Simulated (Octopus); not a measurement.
# HCl (hydrogen chloride), step by step

Wanted: energy and forces (PZ81 LDA), then the polarisability (PZ81 LDA) of HCl (hydrogen chloride). 

Program for the calculation: Octopus 16.4.

11 further runs of the same task are left out: 11 set aside as unsound or not needed.

**1. The system as given**

The species is HCl (2 atoms), meant as a singlet with charge 0. SMILES: `Cl`. The coordinates come from a PBE0-D4/def2-TZVP relaxation.

Bond lengths: Cl1–H2 1.279 Å.

**2. Energy and gradient at PZ81 LDA (scalar, in the pseudopotentials, pseudodojo_pbesol potentials, box margin 5.5 angstrom, extra states 0, grid spacing 0.196 angstrom, mix field default) (run 1)**

The run is started by

```sh
OMP_NUM_THREADS=1 octopus > gs.log
```

Output:

```text
Version                : 16.4
[... 59 lines left out ...]
** Warning:
[... 45 lines left out ...]
** Warning:
[... 31 lines left out ...]
Converged eigenvectors: 0
#  State  Eigenvalue [eV]  Occupation    Error
[... 8 lines left out ...]
Converged eigenvectors: 0
#  State  Eigenvalue [eV]  Occupation    Error
[... 57 lines left out ...]
Converged eigenvectors: 0
#  State  Eigenvalue [eV]  Occupation    Error
[... 8 lines left out ...]
Converged eigenvectors: 0
#  State  Eigenvalue [eV]  Occupation    Error
[... 5 lines left out ...]
Info: SCF converged in   20 iterations
** Warning:
**   Some of the states are not fully converged!
[... 1 line left out ...]
Octopus emitted 3 warnings.
```

Run time: 7.5 s. Hardware: 1 thread of Arm Neoverse V1, shared host; peak memory 0.1 GiB.

**3. The response to a field at PZ81 LDA (scalar, in the pseudopotentials, pseudodojo_pbesol potentials, box margin 5.5 angstrom, extra states 0, frequencies ev (0) eV, grid spacing 0.196 angstrom) (run 2)**

The run is started by

```sh
OMP_NUM_THREADS=1 octopus > em_resp.log
```

Output:

```text
Version                : 16.4
[... 59 lines left out ...]
** Warning:
[... 47 lines left out ...]
** Warning:
[... 11 lines left out ...]
** Warning:
[... 9 lines left out ...]
** Warning:
[... 1 line left out ...]
** Warning:
[... 1 line left out ...]
** Warning:
[... 111 lines left out ...]
Info: SCF for response converged in   12 iterations.
[... 111 lines left out ...]
Info: SCF for response converged in   12 iterations.
[... 111 lines left out ...]
Info: SCF for response converged in   12 iterations.
[... 2 lines left out ...]
Octopus emitted 4 warnings.
[... 3 lines left out ...]
  or contact the octopus developers for details.
```

It took 11 s on 1 thread of Arm Neoverse V1, shared host; peak memory 0.12 GiB.

**4. Outcome**

| quantity | value |
| --- | --- |
| run 1, PZ81 LDA: total energy | -16.94653 Eh |
| run 1, PZ81 LDA: dipole moment | 1.08 D |
| run 1, PZ81 LDA: HOMO energy | -8.12 eV |
| run 1, PZ81 LDA: largest force on an atom | 0.402 eV/Å |
| run 2, PZ81 LDA: mean static polarisability | 18.7 bohr³ |

In words: The largest force (run 1, PZ81 LDA) is 0.40 eV/Å: the shape isn't a stationary point for this species at this level.
